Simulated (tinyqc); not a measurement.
CCD on RHF in the sto-3g basis, for BH2+, spin multiplicity 1, step by step. One step of it, computed by the program tinyqc.

Question. CCD: starting amplitudes. t_ij^ab = <ij||ab> / (e_i + e_j - e_a - e_b), whose energy is MP2.

orbital energies (hartree): MO1 -7.971972, MO2 -1.041760, MO3 -0.888610, MO4 -0.265463, MO5 -0.193972, MO6 0.413158, MO7 0.415641

Two-electron integrals over orbitals (pq|rs), unique and non-zero (hartree):
```
(11|11) 2.890419    (21|11) -0.256965   (21|21) 0.036590    (22|11) 0.633214
(22|21) -0.007231   (22|22) 0.501289    (31|31) 0.009843    (32|31) 0.016780
(32|32) 0.147061    (33|11) 0.592001    (33|21) -0.003558   (33|22) 0.491307
(33|33) 0.510342    (41|11) 0.143601    (41|21) -0.016976   (41|22) 0.015975
(41|33) 0.007677    (41|41) 0.026935    (42|11) -0.053335   (42|21) 0.007009
(42|22) 0.035519    (42|33) 0.019776    (42|41) 0.013608    (42|42) 0.062874
(43|31) -0.002953   (43|32) 0.013672    (43|43) 0.028293    (44|11) 0.719167
(44|21) -0.013666   (44|22) 0.445445    (44|33) 0.443958    (44|41) -0.011642
(44|42) -0.063535   (44|44) 0.600866    (51|51) 0.021719    (52|51) 0.021714
(52|52) 0.073664    (53|53) 0.021133    (54|51) -0.012125   (54|52) -0.030913
(54|54) 0.044833    (55|11) 0.742000    (55|21) -0.009803   (55|22) 0.479912
(55|33) 0.458407    (55|41) 0.005016    (55|42) -0.026336   (55|44) 0.515740
(55|55) 0.586773    (61|11) -0.205883   (61|21) 0.032088    (61|22) 0.000312
(61|33) -0.000326   (61|41) -0.004817   (61|42) 0.013548    (61|44) -0.018088
(61|55) -0.004987   (61|61) 0.033673    (62|11) 0.193808    (62|21) -0.006746
(62|22) 0.043575    (62|33) 0.009473    (62|41) 0.012928    (62|42) -0.001969
(62|44) 0.059963    (62|55) 0.094116    (62|61) 0.000433    (62|62) 0.086907
(63|31) 0.000055    (63|32) -0.070132   (63|43) -0.018910   (63|63) 0.073852
(64|11) 0.071592    (64|21) 0.000440    (64|22) 0.021385    (64|33) 0.004834
(64|41) 0.005475    (64|42) 0.005242    (64|44) 0.032516    (64|55) 0.028603
(64|61) 0.003904    (64|62) 0.039621    (64|64) 0.025381    (65|51) 0.018245
(65|52) 0.054414    (65|54) -0.015749   (65|65) 0.048063    (66|11) 0.643981
(66|21) -0.006679   (66|22) 0.513337    (66|33) 0.500746    (66|41) 0.023763
(66|42) 0.059204    (66|44) 0.424432    (66|55) 0.470113    (66|61) 0.005410
(66|62) 0.028546    (66|64) 0.018429    (66|66) 0.564386    (71|31) 0.014761
(71|32) 0.021255    (71|43) -0.005236   (71|63) 0.000774    (71|71) 0.022418
(72|31) 0.006299    (72|32) -0.027690   (72|43) -0.030248   (72|63) 0.051519
(72|71) 0.009490    (72|72) 0.053942    (73|11) 0.205009    (73|21) -0.007404
(73|22) 0.018931    (73|33) 0.019230    (73|41) -0.002699   (73|42) -0.051961
(73|44) 0.101597    (73|55) 0.093036    (73|61) -0.008131   (73|62) 0.065197
(73|64) 0.025994    (73|66) -0.018717   (73|73) 0.106228    (74|31) -0.010216
(74|32) -0.069328   (74|43) 0.013040    (74|63) 0.034332    (74|71) -0.014452
(74|72) 0.003111    (74|74) 0.056090    (75|53) 0.016121    (75|75) 0.017572
(76|31) 0.010622    (76|32) 0.117559    (76|43) 0.025668    (76|63) -0.080830
(76|71) 0.013244    (76|72) -0.050466   (76|74) -0.052575   (76|76) 0.122174
(77|11) 0.670059    (77|21) -0.009729   (77|22) 0.485012    (77|33) 0.506055
(77|41) 0.003995    (77|42) 0.003078    (77|44) 0.477087    (77|55) 0.471729
(77|61) -0.007949   (77|62) 0.006499    (77|64) 0.001189    (77|66) 0.504856
(77|73) 0.028256    (77|77) 0.532161
```

Give: Starting amplitudes; correlation energy.

Answer.

Starting amplitudes (spin orbitals 1a, 1b, ...; amplitudes related by a flip of all spins are not repeated; the 24 largest):

| from | to | t |
|---|---|---|
| 2a 2b | 5a 5b | -0.0434 |
| 3a 3b | 7a 7b | -0.0407 |
| 2a 2b | 4a 4b | -0.0405 |
| 2a 2b | 6a 6b | -0.0299 |
| 3a 3b | 6a 6b | -0.0284 |
| 2a 3b | 4a 7b | 0.0250 |
| 2a 3b | 6a 7b | -0.0236 |
| 3a 3b | 4a 4b | -0.0227 |
| 2a 3b | 6b 7a | 0.0187 |
| 2a 2b | 7a 7b | -0.0185 |
| 3a 3b | 5a 5b | -0.0152 |
| 2a 3b | 4b 7a | -0.0145 |
| 2a 3a | 4a 7a | 0.0104 |
| 3a 3b | 4a 6b | 0.0098 |
| 2a 3a | 6a 7a | -0.0050 |
| 1a 2b | 5a 5b | -0.0025 |
| 1a 1b | 6a 6b | -0.0020 |
| 1a 1b | 4a 4b | -0.0017 |
| 1a 2b | 4a 4b | -0.0016 |
| 1a 2b | 4b 6a | 0.0015 |
| 1a 2b | 4a 6b | -0.0014 |
| 1a 1b | 5a 5b | -0.0014 |
| 1a 1b | 7a 7b | -0.0013 |
| 1a 2b | 7a 7b | -0.0010 |

correlation energy = -0.026634 hartree
